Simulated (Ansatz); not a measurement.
**[BCl2]+ (SMILES Cl[B+]Cl): methods side by side**

The species is [BCl2]+ (3 atoms), meant as a singlet with charge +1. As SMILES, `Cl[B+]Cl`. Geometry: relaxed at GFN2-xTB.

| atom | x (Å) | y (Å) | z (Å) |
| --- | --- | --- | --- |
| Cl | -1.2384 | 0.7665 | -0.5913 |
| B | 0.0007 | 0.0014 | 0.0006 |
| Cl | 1.2376 | -0.7678 | 0.5907 |

Each level gives the energy change with the Cl1–B2 bond stretched from 1.572 to 3.930 Å (eV). The values are calculated.

```
                      level                    kind  program  value (eV)  less FCI/STO-3G  CPU time (all runs)
  SVWN5/STO-3G (restricted)                     LDA   Ansatz        7.59            +2.58                1.2 s
   BLYP/STO-3G (restricted)                     GGA   Ansatz        6.57            +1.56                1.7 s
  BHLYP/STO-3G (restricted)           global hybrid   Ansatz        8.02            +3.01                1.6 s
wB97M-V/STO-3G (restricted)  range-separated hybrid   Ansatz        8.12            +3.11                 27 s
 B2PLYP/STO-3G (restricted)           double hybrid   Ansatz        6.62            +1.61                2.8 s
    MP2/STO-3G (restricted)     perturbation theory   Ansatz        6.75            +1.74               0.68 s
   CCSD/STO-3G (restricted)   coupled cluster or CI   Ansatz        5.17            +0.16               0.72 s
                 FCI/STO-3G      exact in the basis   Ansatz        5.01             0.00                  2 s
```

FCI/STO-3G is exact within its basis and frozen core, so for wave-function methods in that basis the difference is their error; functionals converge differently with the basis, so for them it is only a difference. The first shape isn't each level's own minimum. The values span 5.01 to 8.12 eV. All rows use very small basis sets, so even the best lies far from the true value. Times are those of the runs behind each value, whatever else they computed, on shared processors of several kinds: orders of magnitude only.
